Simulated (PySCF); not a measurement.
Computed properties of NO, SMILES O=[N]

NO, SMILES [N]=O (connectivity only; charge and spin as stated), charge +1, multiplicity 1. Geometry optimised at PBE0-D3(BJ)/def2-TZVPD. One conformer was computed; it need not be the lowest. All values are computed for the isolated molecule unless a solvent is named; none is compared with measurement here.

**Structure.** The optimised structure has C∞v symmetry. All 1 harmonic modes at PBE0-D3(BJ)/def2-TZVPD (PySCF) are real, so it is a minimum.

**Vibrations.** The strongest infrared lines (harmonic, unscaled, degenerate partners summed) lie at 2528 cm⁻¹ (29 km/mol, N 53 %, O 47 %). The softest mode is at 2528 cm⁻¹ and the zero-point energy is 3.6 kcal/mol.

**Electronic structure.** B3LYP/def2-TZVPD (PySCF) places the frontier levels at -25.02 and -13.33 eV, a gap of 11.69 eV and a mean polarisability of 6.9 bohr³.

**Excitations.** TDA-B3LYP/def2-TZVPD (PySCF) has S1 at 10.22 eV (121 nm, f = 0.038, weak); the most intense of the 10 singlets computed lies at 19.76 eV (f = 0.64). Strengths of degenerate partners are summed. T1 (TDA) is at 7.66 eV, 2.56 eV under S1. No vertical singlet excitation falls in the visible range (under 3.1 eV).
